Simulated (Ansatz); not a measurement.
**BNH3 (SMILES B[NH]): methods side by side**

The species is BNH3 (5 atoms), meant as a doublet with charge 0. As SMILES, `B[NH]`. The shape is that of a PBE0-D4/def2-TZVP optimisation.

| atom | x (Å) | y (Å) | z (Å) |
| --- | --- | --- | --- |
| B | -0.3108 | -0.3701 | -0.0916 |
| N | 0.5312 | 0.6552 | -0.0198 |
| H | -0.4148 | -1.1074 | 0.8625 |
| H | -0.9641 | -0.5731 | -1.0819 |
| H | 1.2084 | 1.3217 | 0.2893 |

Each level gives the energy change with the B1–H4 bond stretched from 1.204 to 2.407 Å (eV). The values are calculated.

```
           level                    kind  program  value (eV)  less FCI/STO-3G  CPU time (all runs)
   USVWN5/STO-3G                     LDA   Ansatz        3.93            +0.77                1.3 s
    UBLYP/STO-3G                     GGA   Ansatz        3.67            +0.51                2.2 s
 U-r2SCAN/STO-3G                meta-GGA   Ansatz        3.95            +0.79                5.7 s
   UB3LYP/STO-3G           global hybrid   Ansatz        4.00            +0.84                2.4 s
U-wB97M-V/STO-3G  range-separated hybrid   Ansatz        4.12            +0.96                 34 s
  RPA@PBE/STO-3G                     RPA   Ansatz        3.40            +0.24                2.7 s
    UCCSD/STO-3G   coupled cluster or CI   Ansatz        3.30            +0.14               0.31 s
   UCCSDT/STO-3G   coupled cluster or CI   Ansatz        3.15            -0.01                1.1 s
      FCI/STO-3G      exact in the basis   Ansatz        3.16             0.00                3.3 s
```

FCI/STO-3G is exact within its basis and frozen core, so for wave-function methods in that basis the difference is their error; functionals converge differently with the basis, so for them it is only a difference. The first shape isn't each level's own minimum. The values span 3.15 to 4.12 eV. Spin contamination of the reference (⟨S²⟩ at least 0.1 too high) touches U-r2SCAN/STO-3G, UB3LYP/STO-3G, UCCSD/STO-3G, UCCSDT/STO-3G. All rows use very small basis sets, so even the best lies far from the true value. Times are those of the runs behind each value, whatever else they computed, on shared processors of several kinds: orders of magnitude only.
